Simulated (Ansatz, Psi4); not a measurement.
Worked example: the enthalpy of formation of C2HClF2 (SMILES FC(F)=CCl)

C2HClF2 has 6 atoms, charge 0, and is taken as a singlet. As SMILES, `FC(F)=CCl`. Geometry: relaxed at PBE0-D4/def2-TZVP.

Total energies at HF/6-31G* (spherical functions) (Psi4 1.11); the atoms run unrestricted:

```
species    state  energy (Eh)
C2HClF2  singlet  -734.626287
      F  doublet   -99.363412
      C  triplet   -37.680577
     Cl  doublet  -459.446509
      H  doublet    -0.498233
```

Harmonic wavenumbers at PBE0-D4/def2-TZVP, in cm⁻¹: 196, 242, 440, 589, 618, 782, 865, 1008, 1224, 1373, 1808, 3262.

Measured heats of formation of the gaseous atoms at 298.15 K, in kJ/mol: F 79.4, C 716.9, Cl 121.3, H 218.0. Spin-orbit lowering of the atoms at 298 K (mean of the ground term's levels less their thermal mean, from spectra), in kJ/mol: F 1.29, C 0.02, Cl 3.44. Take 1 Eh = 2625.50 kJ/mol, 1 cm⁻¹ = 0.0119627 kJ/mol, RT = 2.479 kJ/mol.

**Question.** Work out the heat of formation of the gas at 298 K.

**Answer.** 
1. Electronic atomisation energy: 2 × (-99.363412) + 2 × (-37.680577) + (-459.446509) + (-0.498233) − (-734.626287) = 0.593567 Eh = 1558.4 kJ/mol.
2. Zero-point energy: half the sum of the wavenumbers, 6203.5 cm⁻¹ = 74.2 kJ/mol.
3. Thermal vibrational enthalpy, Σ hcν̃/(exp(hcν̃/kT) − 1): 4.9 kJ/mol. Translation, rotation and pV of a non-linear molecule: 4 RT = 9.9 kJ/mol.
4. The 6 free atoms carry 5/2 RT each: 37.2 kJ/mol.
5. Spin-orbit coupling lowers the free atoms by 2 × 1.29 + 2 × 0.02 + 3.44 = 6.1 kJ/mol.
6. Atomisation enthalpy at 298 K: 1558.4 − 6.1 − 74.2 − 4.9 − 9.9 + 37.2 = 1500.5 kJ/mol.
7. Sum of the atoms' heats of formation: 1931.9 kJ/mol. Heat of formation: 1931.9 − 1500.5 = +431.4 kJ/mol.

No measured value is set beside it here. Hartree–Fock leaves out correlation, which is larger in the molecule than in the atoms, so it underbinds and puts the heat of formation too high. Anharmonicity and any spin-orbit splitting of the molecule are left out.
